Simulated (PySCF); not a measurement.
# NaO₂: calculation against measurement

Isolated NaO₂, optimised in PySCF with density fitting and no spin–orbit coupling; def2 sets carry scalar-relativistic core potentials from Rb on. It is a doublet of C2v symmetry: PBE0/def2-TZVP Na–O 2.121 Å (×2), O–O 1.329 Å, Na–O–O 71.7° (×2), O–Na–O 36.5°. Other levels end elsewhere and are not compared: B3LYP/def2-TZVP (quartet, C2v).

Measured fundamentals (Jacox, Vibrational and Electronic Energy Levels of Polyatomic Transient Molecules, as compiled in the NIST Chemistry WebBook) beside computed harmonic wavenumbers, in cm⁻¹:

```csv
mode as compiled,computed symmetry,measured,medium,PBE0/def2-TZVP
a1 oo stretch,a1,1094,argon matrix,1232
a1 onao s-stretch,a1,390.7,argon matrix,427
b2 onao a-stretch,b2,332.8,argon matrix,363
```

How close does the calculation come?

Mean absolute differences: PBE0/def2-TZVP 10.4 %. The mean ratio of measured to computed values at PBE0/def2-TZVP is 0.906. Harmonic values should lie a little above fundamentals; matrices shift bands further, usually down by up to a few per cent.
